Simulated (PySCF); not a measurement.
## A search over the determinants of S2

Unrestricted PBE0; S x2c-TZVPPall; spin-free X2C with a Gaussian nucleus (PySCF 2.14). Outer shells of the fragments: S 3s2 3p4; S 3s2 3p4.

Followed along the bond (rough minima from three points):

| 2Ms+1 | unpaired | ⟨S²⟩ at the start | R at minimum (Å) | Te (eV) |
| --- | --- | --- | --- | --- |
| 3 | π ↑↑ | 2.01 | 1.89 | 0.00 |
| 1 | π ↑↓ | 1.01 | 1.89 | 0.23 |
| 1 | none | 0.00 | 1.89 | 1.08 |
| 5 | σ ↑, π ↑↑↑ | 6.01 | none in the scan | ≤ 4.82 |

Solutions found at the starting distance of 1.970 Å, counted from the lowest of them; the search is not exhaustive and high or unbound solutions are not listed, so other states can lie among these:

| 2Ms+1 | unpaired | term | E (eV) | ⟨S²⟩ | ⟨Lz²⟩ |
| --- | --- | --- | --- | --- | --- |
| 3 | π ↑↑ | ³Σ⁻ | 0.00 | 2.01 | 0.00 |
| 1 | π ↑↓ | mixed | 0.23 | 1.01 | 2.03 |
| 1 | none | mixed | 1.07 | 0.00 | 2.01 |
| 3 | π ↑↑ | mixed | 2.90 | 2.01 | 2.02 |
| 3 | σ ↑, π ↑ | ³Π | 4.43 | 2.01 | 1.01 |
| 3 | σ ↑, π ↑ | ³Π | 4.45 | 2.01 | 1.01 |
| 1 | σ ↓, π ↑ | mixed | 4.70 | 1.01 | 1.01 |
| 1 | σ ↓, π ↑ | mixed | 4.77 | 1.02 | 1.01 |
| 5 | σ ↑, π ↑↑↑ | ⁵Π | 5.76 | 6.01 | 1.01 |
| 3 | σ ↑, π ↑↑↓ | mixed | 6.38 | 3.02 | 3.04 |

A term symbol is given only where ⟨S²⟩ and ⟨Lz²⟩ are close to those of a pure state; real π, δ and φ orbitals otherwise mix terms, and g/u labels are left off.

The measured ground state is X ³Σg- (Huber and Herzberg, Constants of Diatomic Molecules (1979)).

Counting both spins, an empty level lies below a filled one in some of these solutions, because spin and occupation are held.
